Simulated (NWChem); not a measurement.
LiF; SMILES [Li][F]

```xyz
2

Li     0.0000     0.0000    -1.1599
F      0.0000     0.0000     0.3996
```
Atoms are numbered in this order, from 1.

Structure relaxed at the PBE0-D3(BJ)/def2-TZVP level.

Question: List the 6 lowest vertical singlet excitations and the 6 lowest triplet ones from PBE/def2-SVP, TDA (NWChem).

Answer: 
```tsv
state	energy (eV)	oscillator strength	leading excitation (squared amplitude)
S1	3.79	0.029	HOMO → LUMO (1.00)
S2	3.79	0.029	HOMO−1 → LUMO (1.00)
S3	4.10	0.001	HOMO−2 → LUMO (1.00)
S4	6.71	0.003	HOMO → LUMO+1 (1.00)
S5	6.71	0.003	HOMO−1 → LUMO+1 (1.00)
S6	6.82	0.000	HOMO−1 → LUMO+2 (0.45)
T1	3.73	spin-forbidden	HOMO → LUMO (1.00)
T2	3.73	spin-forbidden	HOMO−1 → LUMO (1.00)
T3	4.06	spin-forbidden	HOMO−2 → LUMO (1.00)
T4	6.28	spin-forbidden	HOMO−1 → LUMO+2 (0.50)
T5	6.46	spin-forbidden	HOMO−1 → LUMO+3 (0.45)
T6	6.46	spin-forbidden	HOMO−1 → LUMO+2 (0.45)
```
